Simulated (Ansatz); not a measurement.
**One shape, several levels: [NH4]+ (ammonium)**

Wanted: a comparison of 6 runs (UPBE0/3-21G, r2SCAN/6-31G, RPA@PBE/6-31G, UMP2/6-31G, BCCD(T)/6-31G, CCSDT(Q)/6-31G) of [NH4]+ (ammonium). 

Program for the calculation: Ansatz 0.2.0.

2 further runs of the same task are left out: 1 that didn't finish, 1 set aside as unsound or not needed.

**1. The system as given**

[NH4]+ has 5 atoms, charge +1, and is taken as a singlet. SMILES: `[NH4+]`. The H2–N1 distance was set to 2.059 Å, away from the relaxed value. At this shape a bond of the SMILES string is far longer than usual.

Bond lengths: N1–H3 1.029 Å, N1–H4 1.030 Å, N1–H5 1.030 Å. Angles: H3–N1–H4 109.5°, H3–N1–H5 109.4°, H4–N1–H5 109.5°.

**2. A single-point energy at UPBE0/3-21G (run 1)**

Contents of run.yaml:

```yaml
crystal:
  periodic: [false, false, false]
  atoms:
    - symbol: N
      position_ang: [-0.455732, 0.450841, -0.805708]
    - symbol: H
      position_ang: [0.455870, -0.450720, 0.805650]
    - symbol: H
      position_ang: [-1.433712, 0.668331, -0.569148]
    - symbol: H
      position_ang: [-0.431732, -0.186559, -1.613918]
    - symbol: H
      position_ang: [0.042068, 1.321271, -1.039668]
basis:
  gaussian:
    orbitals: 3-21G.json
accuracy: high
magnetization:
  spin_polarized: true
  initial_magnetization: 0
hamiltonian:
  xc: pbe0
total_charge: 1
```

The basis set 3-21G is read from a file made from the Basis Set Exchange's data (not shown).

Command:

```bash
$ ansatz run run.yaml --threads 1 --pin off --max-ram 2610MiB --events-out events.jsonl --progress --plain --runs-dir runs
```

The program printed:

```text
Warning: RAYON_NUM_THREADS=1 ignored (pool sized by the plan → 1); use --threads N
Functional definition: PBE0
  name "PBE0"
  parameter a = 0.25
  parameter kappa = 0.804
  parameter beta = 0.06672455060314922
  exchange = (1 - a)*pbe_x(kappa = kappa, mu = beta*pi^2/3) + a*exact_x
  correlation = pbe_c(beta = beta)
333 factors; integrals over basis functions are off by at most 1.7e-8 eV
mean field evaluation 1: about -1519.7650 eV, gradient 5.8e1 eV
mean field evaluation 2: about -1494.2104 eV, gradient 7.5e1 eV
mean field evaluation 4: about -1533.2301 eV, gradient 7.3e0 eV
mean field evaluation 8: about -1533.5509 eV, gradient 8.2e-2 eV
mean field evaluation 16: about -1533.5510 eV, gradient 4.8e-7 eV
mean field -1533.62282999 eV, -56.3595994751 hartree, gradient 2.4e-8 eV, S^2 0.258491; 1 other end points of the search recorded, 0 dependent functions left out
reference -1533.62283138 eV, -56.3595995265 hartree; 5, 5 occupied and 12, 12 virtual orbitals, 333 factors
Total energy: -1533.62283138 eV, -56.3595995265 hartree
```

Run time: 0.86 s. Hardware: 1 thread of Intel Xeon 6975P-C (Granite Rapids), shared host; peak memory 0.12 GiB.

**3. A single-point energy at r2SCAN/6-31G (run 2)**

Contents of molecule.yaml:

```yaml
crystal:
  periodic: [false, false, false]
  atoms:
    - {symbol: N, position_ang: [-0.455732, 0.450841, -0.805708]}
    - {symbol: H, position_ang: [0.455870, -0.450720, 0.805650]}
    - {symbol: H, position_ang: [-1.433712, 0.668331, -0.569148]}
    - {symbol: H, position_ang: [-0.431732, -0.186559, -1.613918]}
    - {symbol: H, position_ang: [0.042068, 1.321271, -1.039668]}
basis:
  gaussian: {orbitals: 6-31G}
total_charge: 1
magnetization: {spin_polarized: false, initial_magnetization: 0}
hamiltonian: {xc: r2scan}
accuracy: high
```

Command:

```bash
$ ansatz run molecule.yaml --threads 1 --pin off --max-ram 2610MiB --events-out events.jsonl --progress --plain --runs-dir runs
```

The program printed:

```text
Warning: RAYON_NUM_THREADS=1 ignored (pool sized by the plan → 1); use --threads N
Functional definition: r2SCAN
  name "r2SCAN"
  parameter k0 = 0.174
  parameter k1 = 0.065
  parameter a1 = 4.9479
  exchange = r2scan_x(k0 = k0, k1 = k1, a1 = a1)
  correlation = r2scan_c
411 factors; integrals over basis functions are off by at most 3.3e-9 eV
mean field evaluation 1: about -1523.3599 eV, gradient 9.1e1 eV
mean field evaluation 2: about -1489.6809 eV, gradient 1.2e2 eV
mean field evaluation 4: about -1540.7217 eV, gradient 2.2e1 eV
mean field evaluation 8: about -1542.4028 eV, gradient 3.5e-2 eV
mean field evaluation 16: about -1542.3954 eV, gradient 2.6e-6 eV
mean field -1542.39538316 eV, -56.6819848580 hartree, gradient 3.3e-8 eV, S^2 0.000000; 0 other end points of the search recorded, 0 dependent functions left out
reference -1542.39538354 eV, -56.6819848718 hartree; 5, 5 occupied and 12, 12 virtual orbitals, 411 factors
Total energy: -1542.39538354 eV, -56.6819848718 hartree
```

It took 0.62 s on 1 thread of Intel Xeon 6975P-C (Granite Rapids), shared host; peak memory 0.11 GiB.

Runs 3 to 5 aren't shown in full; the table further down has their settings and results.

**4. A single-point energy at CCSDT(Q)/6-31G (run 6)**

Contents of run.yaml:

```yaml
crystal:
  periodic: [false, false, false]
  atoms:
    - {symbol: "N", position_ang: [-0.455732, 0.450841, -0.805708]}
    - {symbol: H, position_ang: [0.455870, -0.450720, 0.805650]}
    - {symbol: H, position_ang: [-1.433712, 0.668331, -0.569148]}
    - {symbol: H, position_ang: [-0.431732, -0.186559, -1.613918]}
    - {symbol: H, position_ang: [0.042068, 1.321271, -1.039668]}
basis:
  gaussian: {orbitals: 6-31G}
correlation: {method: ccsdt_q, frozen_orbitals: {H: 0, "N": 1}}
accuracy: high
total_charge: 1
scf: {omitted_lower_state_checks: [cluster_reference, increment]}
```

Command:

```bash
$ ansatz run run.yaml --threads 1 --pin off --max-ram 2610MiB --events-out events.jsonl --progress --plain --runs-dir runs
```

The program printed, shortened:

```text
Warning: RAYON_NUM_THREADS=1 ignored (pool sized by the plan → 1); use --threads N
Functional definition: HF
  name "HF"
[...]
411 factors; integrals over basis functions are off by at most 3.3e-9 eV
[...]
mean field -1532.62986453 eV, -56.3231086678 hartree, gradient 5.2e-8 eV, S^2 0.000000; 0 other end points of the search recorded, 0 dependent functions left out; unrestricted orbitals would lower it
1 core orbitals not correlated: weight in the atoms' cores, before any rotation towards them, 1.000 or more for the frozen orbitals, at most 0.000 for the correlated occupied ones
reference -1532.62986453 eV, -56.3231086678 hartree; 4, 4 occupied and 12, 12 virtual orbitals, 411 factors
second order -3.93276419 eV of doubles, -0.00000000 eV of singles
cycle   1  -4.08206073 eV  change   -1.5e-1 eV  update   1.0e-1
[...]
cycle  22  -4.69406738 eV  change  -3.0e-10 eV  update  1.5e-10
perturbative correction -0.01716289 eV, -0.0006307245 hartree
Total energy: -1537.34109480 eV, -56.4962431868 hartree
Checks for a lower state left out: cluster_reference, increment
```

Wall time 0.22 s (1 thread of Intel Xeon 6975P-C (Granite Rapids), shared host).

**5. Overview of the runs**

```
run           level  frozen core orbitals  energy (Eh)  wall time
  1     UPBE0/3-21G                     –   -56.359600     0.86 s
  2    r2SCAN/6-31G                     –   -56.681985     0.62 s
  3   RPA@PBE/6-31G                     1   -56.562858     0.48 s
  4      UMP2/6-31G                     1   -56.452808      0.1 s
  5   BCCD(T)/6-31G                     1   -56.495395     0.12 s
  6  CCSDT(Q)/6-31G                     1   -56.496243     0.22 s
```

**6. Outcome**

| quantity | value |
| --- | --- |
| run 6: total energy | -56.49624 Eh |
| run 6: correlation energy (1 core orbital frozen) | -173.1 mEh |
| run 6: T1 diagnostic | 0.046 |

Totals of different functionals can't be ranked against each other. In runs 3, 5, 6 the log says that unrestricted orbitals would lower the reference, so the values rest on an unstable closed-shell determinant (other closed-shell runs at this shape may share the fault). Spin contamination of the reference: run 4 ⟨S²⟩ = 0.71, run 1 ⟨S²⟩ = 0.26. Where it is this large, the reference is a mixture of spin states, and values that rest on it are in doubt. All runs together took 2.4 s, the longest 0.86 s.
